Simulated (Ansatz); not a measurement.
# C3H7: levels of theory, part 1 of 2

The task, for C3H7: compare levels of theory; the runs are relaxing the atoms, harmonic vibrations and single point.

Computed with Ansatz 0.2.0 (DFT unrestricted B3LYP+D3(BJ), Gaussian basis def2-TZVP, and further levels as typed in the inputs, unless a step's input says otherwise).

**1. Starting point**

Bond lengths: C1–C2 1.487 Å, C2–C3 1.487 Å, C1–H4 1.094 Å, C1–H5 1.094 Å, C1–H6 1.094 Å, C2–H7 1.085 Å, C3–H8 1.094 Å, C3–H9 1.094 Å, C3–H10 1.094 Å. Angles (14 of 15 angles, heavy atoms first): C1–C2–C3 119.8°, C1–C2–H7 119.2°, C3–C2–H7 119.2°, C2–C1–H4 110.4°, C2–C1–H5 111.0°, C2–C1–H6 110.0°, C2–C3–H8 110.4°, C2–C3–H9 110.0°, C2–C3–H10 111.0°, H4–C1–H5 109.0°, H4–C1–H6 108.3°, H5–C1–H6 108.0°, H8–C3–H9 108.3°, H8–C3–H10 109.0°.

As a file:

```xyz
10

C     1.2683    0.1870    0.1822
C     0.0289   -0.0714   -0.5986
C    -1.2881   -0.0939    0.0923
H     1.5382   -0.6936    0.7719
H     1.1374    1.0397    0.8547
H     2.0967    0.4150   -0.4951
H     0.1092   -0.4822   -1.5993
H    -1.4009   -1.0165    0.6686
H    -2.0973   -0.0459   -0.6425
H    -1.3923    0.7618    0.7658
```

**2. Relaxing the atoms: C3H7**

Input file input.yaml:

```yaml
relax:
  f_tol: 0.001
  max_steps: 200
crystal:
  periodic: [false, false, false]
  atoms:
    - { symbol: C, position_ang: [1.26826, 0.187, 0.18217] }
    - { symbol: C, position_ang: [0.02889, -0.07141, -0.59861] }
    - { symbol: C, position_ang: [-1.28814, -0.09389, 0.09231] }
    - { symbol: H, position_ang: [1.53823, -0.69356, 0.77191] }
    - { symbol: H, position_ang: [1.13737, 1.03969, 0.8547] }
    - { symbol: H, position_ang: [2.0967, 0.41499, -0.49507] }
    - { symbol: H, position_ang: [0.1092, -0.4822, -1.59931] }
    - { symbol: H, position_ang: [-1.40095, -1.01649, 0.66863] }
    - { symbol: H, position_ang: [-2.09728, -0.04588, -0.64249] }
    - { symbol: H, position_ang: [-1.39228, 0.76176, 0.76575] }
magnetization:
  spin_polarized: true
  initial_magnetization: 1
basis:
  gaussian: { orbitals: def2-TZVP }
hamiltonian:
  xc: { name: B3LYP }
  dispersion: d3bj
```

The run is started by

```
> ansatz run input.yaml --threads 4 --pin off --max-ram 16384MiB --backend cpu --events-out ev --progress --plain --runs-dir out
```

Log (excerpt; [...] marks lines left out):

```text
Warning: RAYON_NUM_THREADS=4 ignored (pool sized by the plan → 4); use --threads N
[...]
Functional definition: B3LYP
[...]
848 factors; their error is unknown
[...]
mean field -3225.25568904 eV, -118.5259604154 hartree, gradient 2.1e-5 eV, S^2 0.754091; 0 other end points of the search recorded, 0 dependent functions left out
[...]
reference -3225.25594732 eV, -118.5259699070 hartree; 13, 12 occupied and 122, 123 virtual orbitals, 848 factors
relax step   1: F+E_penalty+E_count = -3225.49664398 eV  Δ(F+E_penalty+E_count) = +0.000e0 eV  max|allowed force component| = 6.246e-1 eV/Å  Δτ_max = 0.0000 Å  (28 SCF iters, accepted)
[...]
relax step   3: F+E_penalty+E_count = -3225.51911865 eV  Δ(F+E_penalty+E_count) = -2.022e-3 eV  max|allowed force component| = 7.152e-2 eV/Å  Δτ_max = 0.0094 Å  (31 SCF iters, accepted)
[...]
relax step   5: F+E_penalty+E_count = -3225.51946673 eV  Δ(F+E_penalty+E_count) = -9.542e-5 eV  max|allowed force component| = 8.067e-3 eV/Å  Δτ_max = 0.0149 Å  (31 SCF iters, accepted)
[...]
relax step   7: F+E_penalty+E_count = -3225.51979993 eV  Δ(F+E_penalty+E_count) = -1.673e-4 eV  max|allowed force component| = 2.141e-2 eV/Å  Δτ_max = 0.0353 Å  (30 SCF iters, accepted)
[...]
relax step   9: F+E_penalty+E_count = -3225.51981592 eV  Δ(F+E_penalty+E_count) = -4.779e-6 eV  max|allowed force component| = 1.715e-3 eV/Å  Δτ_max = 0.0023 Å  (32 SCF iters, accepted)
[...]
relax step  10: F+E_penalty+E_count = -3225.51981648 eV  Δ(F+E_penalty+E_count) = -5.613e-7 eV  max|allowed force component| = 4.299e-4 eV/Å  Δτ_max = 0.0014 Å  (32 SCF iters, accepted)
848 factors; their error is unknown
[...]
mean field -3225.27992434 eV, -118.5268510463 hartree, gradient 1.9e-5 eV, S^2 0.754199; 1 other end points of the search recorded, 0 dependent functions left out
[...]
reference -3225.28018420 eV, -118.5268605959 hartree; 13, 12 occupied and 122, 123 virtual orbitals, 848 factors
Total energy: -3225.52007634 eV, -118.5356764695 hartree
Atom 0 at     1.273869     0.180449     0.167139 Å, force     0.000380    -0.000254    -0.000117 eV/Å
Atom 1 at     0.027264    -0.054447    -0.605451 Å, force    -0.000021     0.000055     0.000430 eV/Å
Atom 2 at    -1.291136    -0.101394     0.076980 Å, force    -0.000307    -0.000330    -0.000141 eV/Å
Atom 3 at     1.525117    -0.677851     0.810575 Å, force    -0.000086     0.000334    -0.000341 eV/Å
Atom 4 at     1.172542     1.039700     0.840024 Å, force    -0.000039     0.000096     0.000092 eV/Å
Atom 5 at     2.132645     0.356691    -0.481850 Å, force    -0.000226    -0.000150     0.000280 eV/Å
Atom 6 at     0.100033    -0.388078    -1.632741 Å, force     0.000020    -0.000100    -0.000257 eV/Å
Atom 7 at    -1.394280    -0.998635     0.707960 Å, force     0.000035     0.000347    -0.000337 eV/Å
Atom 8 at    -2.120551    -0.110653    -0.631349 Å, force     0.000233    -0.000100     0.000296 eV/Å
Atom 9 at    -1.425504     0.754227     0.748702 Å, force     0.000011     0.000102     0.000094 eV/Å
Dipole moment:     0.002172    -0.028700     0.027918 e Å
```

Wall time 22 s (4 threads of Intel Xeon Platinum 8259CL at 2.50GHz (Skylake/Cascade Lake), shared host); peak memory 0.28 GiB.

The steps of the relaxation:

```csv
step,energy from step 1 (eV),largest force component (eV/Å)
1,0.0000,0.6246
2,-0.0205,0.2217
3,-0.0225,0.0715
4,-0.0227,0.0093
5,-0.0228,0.0081
6,-0.0230,0.0215
7,-0.0232,0.0214
8,-0.0232,0.0080
9,-0.0232,0.0017
10,-0.0232,0.0004
```

Step 1 is the start.

Before: Bond lengths: C1–C2 1.487 Å, C2–C3 1.487 Å, C1–H4 1.094 Å, C1–H5 1.094 Å, C1–H6 1.094 Å, C2–H7 1.085 Å, C3–H8 1.094 Å, C3–H9 1.094 Å, C3–H10 1.094 Å. Angles (14 of 15 angles, heavy atoms first): C1–C2–C3 119.8°, C1–C2–H7 119.2°, C3–C2–H7 119.2°, C2–C1–H4 110.4°, C2–C1–H5 111.0°, C2–C1–H6 110.0°, C2–C3–H8 110.4°, C2–C3–H9 110.0°, C2–C3–H10 111.0°, H4–C1–H5 109.0°, H4–C1–H6 108.3°, H5–C1–H6 108.0°, H8–C3–H9 108.3°, H8–C3–H10 109.0°.

After: Bond lengths: C1–C2 1.485 Å, C2–C3 1.485 Å, C1–H4 1.102 Å, C1–H5 1.096 Å, C1–H6 1.091 Å, C2–H7 1.083 Å, C3–H8 1.102 Å, C3–H9 1.091 Å, C3–H10 1.096 Å. Angles (14 of 15 angles, heavy atoms first): C1–C2–C3 120.7°, C1–C2–H7 119.1°, C3–C2–H7 119.1°, C2–C1–H4 111.8°, C2–C1–H5 111.5°, C2–C1–H6 112.1°, C2–C3–H8 111.8°, C2–C3–H9 112.1°, C2–C3–H10 111.5°, H4–C1–H5 105.9°, H4–C1–H6 107.1°, H5–C1–H6 108.1°, H8–C3–H9 107.1°, H8–C3–H10 105.9°.

**3. Harmonic vibrations**

It takes the final geometry of step 2.

Input file input.yaml:

```yaml
crystal:
  periodic: [false, false, false]
  atoms:
    - { symbol: C, position_ang: [1.27386899, 0.18044937, 0.1671393] }
    - { symbol: C, position_ang: [0.02726416, -0.05444658, -0.60545119] }
    - { symbol: C, position_ang: [-1.29113619, -0.10139432, 0.07697989] }
    - { symbol: H, position_ang: [1.52511749, -0.67785117, 0.8105755] }
    - { symbol: H, position_ang: [1.17254245, 1.03970041, 0.84002394] }
    - { symbol: H, position_ang: [2.13264526, 0.3566912, -0.48185002] }
    - { symbol: H, position_ang: [0.10003275, -0.388078, -1.63274089] }
    - { symbol: H, position_ang: [-1.39428001, -0.99863495, 0.70796035] }
    - { symbol: H, position_ang: [-2.12055129, -0.11065291, -0.63134902] }
    - { symbol: H, position_ang: [-1.42550362, 0.75422695, 0.74870214] }
magnetization:
  spin_polarized: true
  initial_magnetization: 1
basis:
  gaussian: { orbitals: def2-TZVP }
hamiltonian:
  xc: { name: B3LYP }
  dispersion: d3bj
phonons: {}
```

The run is started by

```
> ansatz run input.yaml --threads 4 --pin off --max-ram 16384MiB --backend cpu --events-out ev --progress --plain --runs-dir out
```

Log (excerpt; [...] marks lines left out):

```text
Warning: RAYON_NUM_THREADS=4 ignored (pool sized by the plan → 4); use --threads N
[...]
[... 1 set-up line as earlier in the session ...]
[...]
848 factors; their error is unknown
[...]
mean field -3225.27993380 eV, -118.5268513938 hartree, gradient 1.8e-5 eV, S^2 0.754199; 0 other end points of the search recorded, 0 dependent functions left out
[...]
reference -3225.28019401 eV, -118.5268609563 hartree; 13, 12 occupied and 122, 123 virtual orbitals, 848 factors
[...]
848 factors; their error is unknown
mean field -3225.27981562 eV, -118.5268470509 hartree, gradient 2.2e-6 eV, S^2 0.754200; 0 other end points of the search recorded, 0 dependent functions left out
[...]
reference -3225.28007575 eV, -118.5268566104 hartree; 13, 12 occupied and 122, 123 virtual orbitals, 848 factors
[...]
848 factors; their error is unknown
[...]
Atom 2 at    -1.291136    -0.101394     0.076980 Å, force    -0.000277    -0.000366    -0.000148 eV/Å
Atom 3 at     1.525117    -0.677851     0.810576 Å, force    -0.000103     0.000324    -0.000343 eV/Å
Atom 4 at     1.172542     1.039700     0.840024 Å, force    -0.000057     0.000118     0.000097 eV/Å
Atom 5 at     2.132645     0.356691    -0.481850 Å, force    -0.000217    -0.000162     0.000286 eV/Å
Atom 6 at     0.100033    -0.388078    -1.632741 Å, force     0.000021    -0.000117    -0.000226 eV/Å
Atom 7 at    -1.394280    -0.998635     0.707960 Å, force     0.000054     0.000341    -0.000338 eV/Å
Atom 8 at    -2.120551    -0.110653    -0.631349 Å, force     0.000227    -0.000113     0.000302 eV/Å
Atom 9 at    -1.425504     0.754227     0.748702 Å, force     0.000023     0.000127     0.000100 eV/Å
Dipole moment:     0.002173    -0.028700     0.027912 e Å
Vibrations: 109.55 113.14 348.87 390.54 889.19 941.90 949.33 1029.59 1148.06 1182.90 1371.17 1409.97 1413.24 1467.00 1475.61 1477.66 1489.99 2938.37 2942.37 3011.69 3012.94 3089.12 3090.26 3175.12 cm⁻¹, zero-point energy 2.384686 eV
```

Run time: 45 s. Hardware: 4 threads of Intel Xeon Platinum 8259CL at 2.50GHz (Skylake/Cascade Lake), shared host; peak memory 0.26 GiB.

Harmonic frequencies from the force constants, with rigid motions projected out (i: imaginary):

```
mode  cm⁻¹
   1   110
   2   113
   3   349
   4   391
   5   889
   6   942
   7   949
   8  1030
   9  1148
  10  1183
  11  1371
  12  1410
  13  1413
  14  1467
  15  1476
  16  1478
  17  1490
  18  2939
  19  2943
  20  3012
  21  3013
  22  3089
  23  3091
  24  3175
```

**4. Single point: unrestricted Hartree-Fock, Gaussian basis def2-TZVP**

It takes the final geometry of step 2.

input.yaml, as its differences from that of step 3:

```diff
@@ -19,4 +19,2 @@
 hamiltonian:
-  xc: { name: B3LYP }
-  dispersion: d3bj
-phonons: {}
+  xc: hf
```

The run is started by

```
> ansatz run input.yaml --threads 4 --pin off --max-ram 16384MiB --backend cpu --events-out ev --progress --plain --runs-dir out
```

Log:

```text
Warning: RAYON_NUM_THREADS=4 ignored (pool sized by the plan → 4); use --threads N
Engine: ansatz 0.2.0, x86_64-unknown-linux-gnu
Functional definition: HF
  exchange = exact_x
  correlation = 0
1007 factors; their error is unknown
mean field evaluation 1: about -3199.1670 eV, gradient 2.2e1 eV
mean field evaluation 2: about -3201.7016 eV, gradient 8.7e0 eV
mean field evaluation 4: about -3202.1890 eV, gradient 6.3e-1 eV
mean field evaluation 8: about -3202.1960 eV, gradient 1.3e-1 eV
mean field evaluation 16: about -3199.2233 eV, gradient 2.2e1 eV
mean field -3202.23646365 eV, -117.6800194855 hartree, gradient 1.4e-5 eV, S^2 0.764598; 0 other end points of the search recorded, 0 dependent functions left out
reference -3202.23646365 eV, -117.6800194855 hartree; 13, 12 occupied and 122, 123 virtual orbitals, 1007 factors
Total energy: -3202.23646365 eV, -117.6800194855 hartree
```

Wall time 0.9 s (4 threads of Intel Xeon Platinum 8259CL at 2.50GHz (Skylake/Cascade Lake), shared host); peak memory 0.26 GiB.

**5. Single point: unrestricted LDA, Gaussian basis def2-TZVP**

It takes the final geometry of step 2.

input.yaml, as its differences from that of step 4:

```diff
@@ -19,2 +19,2 @@
 hamiltonian:
-  xc: hf
+  xc: lda
```

The run is started by

```
> ansatz run input.yaml --threads 4 --pin off --max-ram 16384MiB --backend cpu --events-out ev --progress --plain --runs-dir out
```

Log:

```text
Warning: RAYON_NUM_THREADS=4 ignored (pool sized by the plan → 4); use --threads N
[... 1 set-up line as earlier in the session ...]
Functional definition: SPW92
  exchange = slater_x
  correlation = pw_c
848 factors; their error is unknown
mean field evaluation 1: about -3179.1915 eV, gradient 5.5e1 eV
mean field evaluation 2: about -3156.1622 eV, gradient 8.3e1 eV
mean field evaluation 4: about -3193.4251 eV, gradient 6.4e0 eV
mean field evaluation 8: about -3193.6104 eV, gradient 3.9e-2 eV
mean field evaluation 16: about -3193.5787 eV, gradient 2.7e-5 eV
mean field -3193.57869256 eV, -117.3618522662 hartree, gradient 2.4e-5 eV, S^2 0.752193; 0 other end points of the search recorded, 0 dependent functions left out
reference -3193.57872949 eV, -117.3618536235 hartree; 13, 12 occupied and 122, 123 virtual orbitals, 848 factors
Total energy: -3193.57872949 eV, -117.3618536235 hartree
```

Run time: 0.93 s. Hardware: 4 threads of Intel Xeon Platinum 8259CL at 2.50GHz (Skylake/Cascade Lake), shared host; peak memory 0.16 GiB.

**6. Single point: unrestricted PBE, Gaussian basis def2-TZVP**

It takes the final geometry of step 2.

input.yaml, as its differences from that of step 5:

```diff
@@ -19,2 +19,2 @@
 hamiltonian:
-  xc: lda
+  xc: pbe
```

The run is started by

```
> ansatz run input.yaml --threads 4 --pin off --max-ram 16384MiB --backend cpu --events-out ev --progress --plain --runs-dir out
```

Log:

```text
Warning: RAYON_NUM_THREADS=4 ignored (pool sized by the plan → 4); use --threads N
[... 1 set-up line as earlier in the session ...]
Functional definition: PBE
  parameter kappa = 0.804
  parameter beta = 0.06672455060314922
  exchange = pbe_x(kappa = kappa, mu = beta*pi^2/3)
  correlation = pbe_c(beta = beta)
848 factors; their error is unknown
mean field evaluation 1: about -3207.2210 eV, gradient 5.2e1 eV
mean field evaluation 2: about -3187.6704 eV, gradient 7.7e1 eV
mean field evaluation 4: about -3220.1206 eV, gradient 5.5e0 eV
mean field evaluation 8: about -3220.2558 eV, gradient 4.1e-2 eV
mean field evaluation 16: about -3220.2224 eV, gradient 3.6e-5 eV
mean field -3220.22236085 eV, -118.3409890162 hartree, gradient 5.7e-6 eV, S^2 0.753676; 0 other end points of the search recorded, 0 dependent functions left out
reference -3220.22240183 eV, -118.3409905222 hartree; 13, 12 occupied and 122, 123 virtual orbitals, 848 factors
Total energy: -3220.22240183 eV, -118.3409905222 hartree
```

Wall time 1.6 s (4 threads of Intel Xeon Platinum 8259CL at 2.50GHz (Skylake/Cascade Lake), shared host); peak memory 0.17 GiB.

**7. Single point: unrestricted r2SCAN, Gaussian basis def2-TZVP**

It takes the final geometry of step 2.

input.yaml, as its differences from that of step 6:

```diff
@@ -19,2 +19,2 @@
 hamiltonian:
-  xc: pbe
+  xc: r2scan
```

The run is started by

```
> ansatz run input.yaml --threads 4 --pin off --max-ram 16384MiB --backend cpu --events-out ev --progress --plain --runs-dir out
```

Log:

```text
Warning: RAYON_NUM_THREADS=4 ignored (pool sized by the plan → 4); use --threads N
[... 1 set-up line as earlier in the session ...]
Functional definition: r2SCAN
  parameter k0 = 0.174
  parameter k1 = 0.065
  parameter a1 = 4.9479
  exchange = r2scan_x(k0 = k0, k1 = k1, a1 = a1)
  correlation = r2scan_c
848 factors; their error is unknown
mean field evaluation 1: about -3212.3352 eV, gradient 4.7e1 eV
mean field evaluation 2: about -3204.7489 eV, gradient 5.9e1 eV
mean field evaluation 4: about -3222.9459 eV, gradient 2.8e0 eV
mean field evaluation 8: about -3222.9880 eV, gradient 3.9e-2 eV
mean field evaluation 16: about -3222.9537 eV, gradient 5.9e-5 eV
mean field -3222.95365764 eV, -118.4413623217 hartree, gradient 5.9e-5 eV, S^2 0.757373; 0 other end points of the search recorded, 0 dependent functions left out
reference -3222.95367055 eV, -118.4413627961 hartree; 13, 12 occupied and 122, 123 virtual orbitals, 848 factors
Total energy: -3222.95367055 eV, -118.4413627961 hartree
```

Run time: 2.5 s. Hardware: 4 threads of Intel Xeon Platinum 8259CL at 2.50GHz (Skylake/Cascade Lake), shared host; peak memory 0.21 GiB.

**8. Single point: unrestricted B3LYP, Gaussian basis def2-TZVP**

It takes the final geometry of step 2.

input.yaml, as its differences from that of step 7:

```diff
@@ -19,2 +19,2 @@
 hamiltonian:
-  xc: r2scan
+  xc: { name: B3LYP }
```

The run is started by

```
> ansatz run input.yaml --threads 4 --pin off --max-ram 16384MiB --backend cpu --events-out ev --progress --plain --runs-dir out
```

Log:

```text
Warning: RAYON_NUM_THREADS=4 ignored (pool sized by the plan → 4); use --threads N
[... 2 set-up lines as earlier in the session ...]
  parameter a0 = 0.2
  parameter ax = 0.72
  parameter ac = 0.81
  exchange = (1 - a0 - ax)*slater_x + ax*b88_x + a0*exact_x
  correlation = (1 - ac)*vwn_rpa_c + ac*lyp_c
848 factors; their error is unknown
mean field evaluation 1: about -3215.5953 eV, gradient 4.5e1 eV
mean field evaluation 2: about -3209.9308 eV, gradient 5.4e1 eV
mean field evaluation 4: about -3225.2763 eV, gradient 2.3e0 eV
mean field evaluation 8: about -3225.2799 eV, gradient 5.2e-2 eV
mean field evaluation 16: about -3225.2799 eV, gradient 2.0e-5 eV
mean field -3225.27993380 eV, -118.5268513938 hartree, gradient 1.8e-5 eV, S^2 0.754199; 0 other end points of the search recorded, 0 dependent functions left out
reference -3225.28019401 eV, -118.5268609563 hartree; 13, 12 occupied and 122, 123 virtual orbitals, 848 factors
Total energy: -3225.28019401 eV, -118.5268609563 hartree
```

It took 1.9 s on 4 threads of Intel Xeon Platinum 8259CL at 2.50GHz (Skylake/Cascade Lake), shared host; peak memory 0.25 GiB.

**9. Single point: unrestricted B3LYP+D3(BJ), Gaussian basis def2-TZVP**

It takes the final geometry of step 2.

input.yaml, as its differences from that of step 8:

```diff
@@ -20 +20,2 @@
   xc: { name: B3LYP }
+  dispersion: d3bj
```

The run is started by

```
> ansatz run input.yaml --threads 4 --pin off --max-ram 16384MiB --backend cpu --events-out ev --progress --plain --runs-dir out
```

Log (excerpt; [...] marks lines left out):

```text
Warning: RAYON_NUM_THREADS=4 ignored (pool sized by the plan → 4); use --threads N
[... 7 set-up lines as earlier in the session ...]
848 factors; their error is unknown
mean field evaluation 1: about -3215.5953 eV, gradient 4.5e1 eV
mean field evaluation 2: about -3209.9308 eV, gradient 5.4e1 eV
mean field evaluation 4: about -3225.2763 eV, gradient 2.3e0 eV
mean field evaluation 8: about -3225.2799 eV, gradient 5.2e-2 eV
mean field evaluation 16: about -3225.2799 eV, gradient 2.0e-5 eV
mean field -3225.27993380 eV, -118.5268513938 hartree, gradient 1.8e-5 eV, S^2 0.754199; 0 other end points of the search recorded, 0 dependent functions left out
reference -3225.28019401 eV, -118.5268609563 hartree; 13, 12 occupied and 122, 123 virtual orbitals, 848 factors
Total energy: -3225.52008615 eV, -118.5356768298 hartree
```

Wall time 1.8 s (4 threads of Intel Xeon Platinum 8259CL at 2.50GHz (Skylake/Cascade Lake), shared host); peak memory 0.25 GiB.

**10. Single point: unrestricted PBE0, Gaussian basis def2-TZVP**

It takes the final geometry of step 2.

input.yaml, as its differences from that of step 9:

```diff
@@ -19,3 +19,2 @@
 hamiltonian:
-  xc: { name: B3LYP }
-  dispersion: d3bj
+  xc: pbe0
```

The run is started by

```
> ansatz run input.yaml --threads 4 --pin off --max-ram 16384MiB --backend cpu --events-out ev --progress --plain --runs-dir out
```

Log:

```text
Warning: RAYON_NUM_THREADS=4 ignored (pool sized by the plan → 4); use --threads N
[... 1 set-up line as earlier in the session ...]
Functional definition: PBE0
  parameter a = 0.25
[... 2 set-up lines as earlier in the session ...]
  exchange = (1 - a)*pbe_x(kappa = kappa, mu = beta*pi^2/3) + a*exact_x
[... 1 set-up line as earlier in the session ...]
848 factors; their error is unknown
mean field evaluation 1: about -3213.0269 eV, gradient 4.1e1 eV
mean field evaluation 2: about -3210.7458 eV, gradient 4.5e1 eV
mean field evaluation 4: about -3220.9219 eV, gradient 1.6e0 eV
mean field evaluation 8: about -3220.9343 eV, gradient 8.5e-2 eV
mean field evaluation 16: about -3220.9198 eV, gradient 1.3e-4 eV
mean field -3220.91977462 eV, -118.3666184994 hartree, gradient 2.3e-5 eV, S^2 0.755234; 0 other end points of the search recorded, 0 dependent functions left out
reference -3220.91980457 eV, -118.3666196001 hartree; 13, 12 occupied and 122, 123 virtual orbitals, 848 factors
Total energy: -3220.91980457 eV, -118.3666196001 hartree
```

Wall time 1.9 s (4 threads of Intel Xeon Platinum 8259CL at 2.50GHz (Skylake/Cascade Lake), shared host); peak memory 0.25 GiB.

**11. Single point: unrestricted wB97X-V, Gaussian basis def2-TZVP**

It takes the final geometry of step 2.

input.yaml, as its differences from that of step 10:

```diff
@@ -19,2 +19,2 @@
 hamiltonian:
-  xc: pbe0
+  xc: { name: wB97X-V }
```

The run is started by

```
> ansatz run input.yaml --threads 4 --pin off --max-ram 16384MiB --backend cpu --events-out ev --progress --plain --runs-dir out
```

Log (excerpt; [...] marks lines left out):

```text
Warning: RAYON_NUM_THREADS=4 ignored (pool sized by the plan → 4); use --threads N
[...]
Functional definition: wB97X-V
[...]
      + integral(e_c_pw_opposite_spin*poly(b97_u_opposite, cos0, cos1)) + vv10(b, c)
848 factors; their error is unknown
264 factors; integrals over basis functions are off by at most 1.1e-5 eV
[...]
mean field -3223.97133951 eV, -118.4787614408 hartree, gradient 7.2e-5 eV, S^2 0.754025; 0 other end points of the search recorded, 0 dependent functions left out
reference -3223.97133792 eV, -118.4787613824 hartree; 13, 12 occupied and 122, 123 virtual orbitals, 848 factors
Total energy: -3223.97133792 eV, -118.4787613824 hartree
```

It took 4.8 s on 4 threads of Intel Xeon Platinum 8259CL at 2.50GHz (Skylake/Cascade Lake), shared host; peak memory 0.38 GiB.

(Continued in part 2 of 2.)
